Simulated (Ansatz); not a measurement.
One starting cell of Sr (a randomly generated symmetric cell of Sr (space group No. 139)) was relaxed twice with Ansatz (plane waves, PAW, scalar-relativistic): with r2SCAN at 500 eV and with PBE at 420 eV. The r2SCAN result:

Sr has the cubic space group Fm-3m (No. 225), the fcc (Cu type) structure, Pearson symbol cF4. Cell: a = 6.1031 Å, b = 6.1031 Å, c = 6.1031 Å, α = 90.00°, β = 90.00°, γ = 90.00°. Sr on 4b sees 12 Sr at 4.316 Å (cuboctahedral). (Neighbours: up to the widest gap in distance over summed covalent radii, below 1.35, at either atom.)
(The calculation used a cell of 1 atom; values per cell refer to that cell.)

```tsv
quantity	r2SCAN	PBE
space group	Fm-3m	Fm-3m
volume (Å³/atom)	56.83	54.85
a (Å)	6.103	6.031
gap (eV, no spin-orbit coupling)	0.00	0.00
```

Both levels end in the same structure; PBE's volume is 3.5 % smaller. Neither column is exact.

No spin polarisation in the result.

Measured for Sr: a 6.045 Å (static lattice; corrected from measurement; as listed in Gábor I. Csonka et al., Physical Review B (2009)). Computed minus measured — a: r2SCAN +1.0 %, PBE -0.2 %. The computed values are for a static lattice.

The run could not lose the symmetry of its start.

Ansatz is a first-principles code.
